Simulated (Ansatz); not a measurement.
Predict the output of the script below (Ansatz 0.2.0, Python API).

`opt.py`
```python
"""Geometry optimisation of C4H4ClF."""

import itertools

import ansatz
from ase.data import atomic_numbers, covalent_radii
import numpy as np

GEOMETRY = """
C    -1.30440    0.28920    0.03740
C    -0.06510   -0.12860   -0.64700
C     1.14060    0.43740   -0.68780
Cl    1.58330    1.84220    0.14700
C     1.03640   -0.87180   -0.10700
F     1.11460   -1.01740    1.26390
H    -1.65730   -0.50160    0.70720
H    -1.18010    1.20010    0.62990
H    -2.08920    0.47570   -0.70230
H     1.42120   -1.72520   -0.64130
"""


def main() -> None:
    c4h4clf = ansatz.Crystal.molecule()
    for line in GEOMETRY.strip().splitlines():
        symbol, *xyz = line.split()
        c4h4clf = c4h4clf.atom(symbol, [float(v) for v in xyz])

    calculation = (
        c4h4clf.calculation()
        .basis(gaussian="def2-SVP")
        .functional("pbe0", dispersion="d4")
    )
    symbols = [site.symbol for site in c4h4clf.cartesian_sites]
    start = np.array([site.position_ang for site in c4h4clf.cartesian_sites], dtype=float)
    summary = calculation.relax(force_tolerance=0.02, max_steps=100).run(threads=1).report
    end = np.array(summary["positions_ang"])

    print(f"E = {summary['free_energy_ev']:.6f} eV = {summary['free_energy_ev'] / 27.211386246:.7f} Ha")
    print("converged:", summary["converged"], " doubts:", summary["published_state_doubts"] or "none")

    # pairs closer than 1.2 times the sum of covalent radii, before or after
    radius = [covalent_radii[atomic_numbers[s]] for s in symbols]
    span = lambda where, i, j: np.linalg.norm(where[i] - where[j])
    bonded = [(i, j) for i, j in itertools.combinations(range(len(symbols)), 2) if min(span(start, i, j), span(end, i, j)) < 1.2 * (radius[i] + radius[j])]
    print("pair        before    after (A)")
    for i, j in bonded:
        print(f"{symbols[i]}{i}-{symbols[j]}{j}".ljust(10), f"{span(start, i, j):8.4f} {span(end, i, j):8.4f}")

    charges = summary["charge_distribution"]
    dipole = np.array(charges["dipole_moment_e_ang"]) * 4.803205
    print("dipole (D): {:.3f} {:.3f} {:.3f}, length {:.3f}".format(*dipole, np.linalg.norm(dipole)))
    print("atom  Mulliken   Lowdin")
    for symbol, m, l in zip(symbols, charges["mulliken_charges_e"], charges["lowdin_charges_e"]):
        print(f"{symbol:4s} {m:9.3f} {l:8.3f}")
    with open("c4h4clf_opt.xyz", "w") as handle:
        handle.write(f"{len(symbols)}\nrelaxed C4H4ClF\n")
        handle.writelines(f"{s:2s} {x:11.6f} {y:11.6f} {z:11.6f}\n" for s, (x, y, z) in zip(symbols, end))


if __name__ == "__main__":
    main()
```

```console
$ python opt.py
E = -19429.844031 eV = -714.0335981 Ha
converged: True  doubts: none
pair        before    after (A)
C0-C1        1.4761   1.4698
C0-H6        1.0948   1.1011
C0-H7        1.0937   1.0984
C0-H8        1.0945   1.1017
C1-C2        1.3326   1.3080
C1-C4        1.4343   1.4867
C2-Cl3       1.6930   1.6902
C2-C4        1.4360   1.4542
C4-F5        1.3808   1.3735
C4-H9        1.0779   1.1012
dipole (D): -2.052 0.601 -1.153, length 2.430
atom  Mulliken   Lowdin
C        0.022    0.061
C       -0.145   -0.116
C       -0.018   -0.287
Cl      -0.063    0.286
C        0.218   -0.037
F       -0.268    0.014
H        0.075    0.033
H        0.066    0.023
H        0.066    0.029
H        0.046   -0.007
```

File `c4h4clf_opt.xyz` afterwards:
```text
10
relaxed C4H4ClF
C    -1.491410    0.291302    0.067751
C    -0.034265    0.131521   -0.039748
C     1.187473    0.595187   -0.097593
Cl    2.224999    1.929425   -0.105510
C     1.075575   -0.854549   -0.119384
F     1.401175   -1.576987    1.002449
H    -1.859247   -0.210261    0.976356
H    -1.777974    1.350681    0.113596
H    -1.995703   -0.178136   -0.791917
H     1.269378   -1.478181   -1.006001
```

Notes:
- These settings explore the input space; basis and method may be short of convergence.
- The end point is the stationary point reached from this start; no frequency run checks that it is a minimum, and the basis set is modest.
- The Löwdin charges here are taken after orthogonalising the functions within each atom; they differ from plain Löwdin charges, and their signs can be unphysical.
- Run time: 88 s on 1 thread of Arm Neoverse V1, on a shared host, peak memory 0.32 GiB.

(Lines on the test bed's own set-up are left out of the output.)
